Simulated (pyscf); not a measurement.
H₂N–InH₂ (SMILES [NH2][InH2]) + NH₃ (SMILES N) → H₂N–InH₂ (SMILES [NH2][InH2]) + NH₃ (SMILES N) (four-centre exchange; singlet surface; H–In, H–N broken, H–In, H–N formed). PySCF, gas phase, ωB97X-D3(BJ)/def2-SVP geometries. MP2 and CC: frozen core, UHF for open shells. ΔMP2 is the change of the MP2 total energy from the triple- to the quadruple-zeta basis. Energies in kcal/mol from the separated reactants.

| level | barrier | reaction energy |
|---|---|---|
| r²SCAN/def2-TZVP | 36.2 | 0.0 |
| B3LYP-D3(BJ)/def2-TZVP | 33.9 | 0.0 |
| PBE0-D3(BJ)/def2-TZVP | 34.0 | 0.0 |
| ωB97M-D3(BJ)/def2-TZVP | 38.6 | 0.0 |
| HF/def2-TZVP | … | 0.0 |
| CCSD(T)/def2-TZVPP | 39.9 | 0.0 |
| CCSD(T)/def2-TZVPP + ΔMP2(QZVPP) | … | 0.0 |

Complete the blanks.


- HF/def2-TZVP, barrier: 48.4
- CCSD(T)/def2-TZVPP + ΔMP2(QZVPP), barrier: 38.9

On the reactant side the descent ends in an adduct with a In–N contact (not fully relaxed), 11.9 kcal/mol under the separated species and 52.9 kcal/mol under the saddle at ωB97X-D3(BJ)/def2-TZVP. The products may also form a dative adduct at H₂N–InH₂; it and routes through it were not searched. At ωB97X-D3(BJ) the barrier from the zero used here is 41.1 kcal/mol. The same reactants have a lower exit, to H₂N–InH–NH₂ + H₂ (barrier +24.8 kcal/mol at ωB97M-D3(BJ), against +38.6 kcal/mol here). One saddle was located; it need not be the lowest between these sides. The CCSD(T) − MP2 part came from Ansatz, without density fitting, on the same reference. The frozen core leaves the outer d or s,p core shells of the metals and heavy elements correlated in the MP2 and CC values, and def2-TZVPP describes them poorly, which can shift differences by a few kcal/mol. Elements past Kr carry the def2 core potentials, without spin-orbit coupling.
